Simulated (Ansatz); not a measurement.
I need a rigid torsion scan of C₂H₂Cl₂O, SMILES OC=C(Cl)Cl. Use Ansatz 0.2.0 through its Python package. Settings (for the species named): CAM-B3LYP, 6-31G* basis, multiplicity 1.

```xyz
7

O    -0.6027   -0.5304    1.4108
C     0.3012   -0.4204    0.4142
C     0.1835    0.2939   -0.7301
Cl   -1.1079    1.2515   -1.0696
Cl    1.5047    0.2729   -1.8808
H    -1.4063    0.0887    1.1299
H     1.1889   -1.0241    0.6799
```

The script, `c2h2cl2o.py`:
```python
from dataclasses import dataclass
import warnings

import ansatz as az
from ase import Atoms


@dataclass(frozen=True)
class Settings:
    basis: str = '6-31G*'
    functional: str = 'CAM-B3LYP'
    fmax: float = 0.02


opts = Settings()

warnings.simplefilter('ignore', az.DeckWarning)

atoms = Atoms(['O', 'C', 'C', 'Cl', 'Cl', 'H', 'H'], positions=[
    (-0.6027, -0.5304, 1.4108),
    (0.3012, -0.4204, 0.4142),
    (0.1835, 0.2939, -0.7301),
    (-1.1079, 1.2515, -1.0696),
    (1.5047, 0.2729, -1.8808),
    (-1.4063, 0.0887, 1.1299),
    (1.1889, -1.0241, 0.6799),
])

first = (
    az.Crystal.molecule_from_ase(atoms).calculation()
    .basis(gaussian=opts.basis)
    .functional(opts.functional)
    .relax(force_tolerance=opts.fmax, max_steps=80)
)
atoms.positions = first.run(threads=1, pin='off').report['positions_ang']

start = atoms.get_dihedral(2, 1, 0, 5)
energies = {}
for turn in range(0, 360, 40):
    turned = atoms.copy()
    turned.set_dihedral(2, 1, 0, 5, start + turn, indices=[0, 5])
    calculation = (
        az.Crystal.molecule_from_ase(turned).calculation()
        .basis(gaussian=opts.basis)
        .functional(opts.functional)
    )
    energies[round((start + turn) % 360)] = calculation.run(threads=1, pin='off').report['free_energy_ev']
floor = min(energies.values())
print('dihedral C2-C1-O0-H5 (deg)   E - E(min) (eV)')
for angle, e in sorted(energies.items()):
    print(f'{angle:8d} {(e - floor):14.3f}  ' + '#' * int(30 * (e - floor) / max(max(energies.values()) - floor, 1e-9)))
```

```console
$ python c2h2cl2o.py
dihedral C2-C1-O0-H5 (deg)   E - E(min) (eV)
      40          0.126  ############
      80          0.301  ##############################
     120          0.292  #############################
     160          0.219  #####################
     200          0.219  #####################
     240          0.292  #############################
     280          0.301  #############################
     320          0.126  ############
     360          0.000
```

The lowest point is at 360° and the highest at 80°, 0.301 eV (29.0 kJ/mol) above it, with the rest of the molecule held.

The scan is rigid and the energies are electronic, in a modest basis. With rigid groups the curve can differ much from the relaxed path, the start wasn't checked as a minimum of this torsion, and equivalent turns needn't return to the same energy. Hardware and time: 59 s on 1 thread of Arm Neoverse V2, with other jobs on the host, peak memory 0.28 GiB.
